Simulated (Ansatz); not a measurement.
**The boron atom (doublet): wave-function methods side by side, 6-31G**

An exercise on one series of results from a longer session: the logs are not shown, and one member is left open.

The runs use Ansatz 0.2.0, Gaussian basis; 6-31G, core rule «outside noble gas», up to 1 orbitals frozen.

To be run: UHF; CCSD(T) on ROHF; CCSD(T) on UHF; BCCD(T) on ROHF; CISD; CCSDT on ROHF; CCSDT on UHF; CASSCF and MRCISD+Q, 3 electrons in 4 orbitals; CASSCF and MRCISD+Q(relaxed), 3 electrons in 4 orbitals; CASSCF and NEVPT4(SD), 3 electrons in 4 orbitals; CASSCF and NEVPT2, 3 electrons in 4 orbitals.

## The atom

A free atom, in its lowest state of this spin that the program finds.

1 atom, charge 0, spin multiplicity 2.

Set-up of the first run:

in.yaml

```yaml
crystal:
  periodic: [false, false, false]
  atoms:
    - {symbol: B, position_ang: [0.000000, 0.000000, 0.000000]}
basis:
  gaussian: {orbitals: 6-31G}
magnetization: {spin_polarized: true, initial_magnetization: 1}
hamiltonian: {xc: hf}
output: {orbitals: {seedname: orbitals}}
```

Command:

```
$ ansatz run in.yaml --threads 1 --pin off --events-out ev --progress --plain --max-ram 2393MiB
```

Steps of the session up to this table: UHF; CCSD(T) on ROHF; CCSD(T) on UHF; BCCD(T) on ROHF; CISD; CCSDT on ROHF; CCSDT on UHF; CASSCF and MRCISD+Q, 3 electrons in 4 orbitals; CASSCF and MRCISD+Q(relaxed), 3 electrons in 4 orbitals; CASSCF and NEVPT4(SD), 3 electrons in 4 orbitals; CASSCF and NEVPT2, 3 electrons in 4 orbitals.

One table of the session follows, with a row left open; its other results are not shown here.

```
                   method  from RCCSD(T) (kJ/mol)
                     ROHF                  +111.1
                      UHF                       ?
                     RMP2                   +50.8
                     UMP2                   +50.7
                     CISD                    +0.9
                    RCCSD                    +0.9
                    UCCSD                    +0.9
                 RCCSD(T)                       0
                 UCCSD(T)                     0.0
                  BCCD(T)                     0.0
                   RCCSDT                    -0.4
                   UCCSDT                    -0.5
           CASSCF valence                   +21.0
           NEVPT2 valence                    +8.8
       NEVPT4(SD) valence                    +1.2
           MRCISD valence                    -0.6
         MRCISD+Q valence                    -0.7
MRCISD+Q(relaxed) valence                    -0.7
```

Estimate the missing values for UHF.

The run gave: from RCCSD(T) (kJ/mol): +110.8. In the column «from RCCSD(T) (kJ/mol)» it lies between RMP2 (+50.8) and ROHF (+111.1).

To keep in mind: Restricted and unrestricted rows rest on different reference determinants; where their highest levels disagree by more than a few hundredths of an eV, they describe different states and don't form one ladder.
